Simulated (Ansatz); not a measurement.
Two shapes of singlet CH₃O(-).

Shape 1:

```xyz
5

C     0.0199   -0.0392   -0.4842
O    -0.0005    0.0436    0.7569
H    -0.0310   -1.0521   -1.1004
H    -0.9238    0.4763   -1.0691
H     0.8577    0.4795   -1.0648
```

Shape 2:

```xyz
5

C     0.0091    0.0038   -0.5095
O     0.0001    0.0035    0.7720
H     0.0000   -1.0232   -1.0745
H    -0.9017    0.5125   -1.0704
H     0.8917    0.5055   -1.0658
```

Basis set: STO-3G (spherical functions). Correlated methods keep 2 orbitals frozen. Charge -1, multiplicity 1.

Computed with Ansatz (development build ahead of 0.2.0); each method stands on the lowest determinant of its kind that the runs found.

**Question.** Which shape is lower in energy, and by how much in each method?

**Answer.**

| method | E(2) − E(1) (eV) |
| --- | --- |
| RHF | -0.312 |
| RHF-MP2 | -0.228 |

Shape 2 is lower. Caution: no diffuse functions for an anion.
